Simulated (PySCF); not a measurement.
A structure optimised at PBE0-D3(BJ)/def2-SVP (Å):
```
atom  x, y, z in Å
O1    -0.8554    1.2393    0.1755
Si2   -0.4068   -0.3446   -0.0506
S3     1.6930   -0.5966   -0.4058
H4    -0.6086    1.8542   -0.5227
H5    -1.0246   -0.9496   -1.2662
H6    -0.8323   -1.0379    1.1913
H7     2.0687   -0.1942    0.8285
```

Neutral, closed shell.

Which heavy atoms are bonded, and with what formal order?

O1–Si2 1.66 Å (single); Si2–S3 2.14 Å (single). Bonds to hydrogen (Å): O1–H4 0.96; Si2–H5 1.49; Si2–H6 1.48; S3–H7 1.35.

Give the structure as a SMILES string.

`O[SiH2]S`, H4OSSi.

Classify the heavy atoms.

O1: silanol oxygen; Si2: oxygen-bound silicon; S3: sulfur bonded to Si and H.

What is the arrangement about S3?

It has 2 neighbours (Si2, H7) and is bent (angle 94.9°).

What is the arrangement about O1?

It has 2 neighbours (Si2, H4) and is bent (angle 116.2°).

The numbers are calculated, not measured.
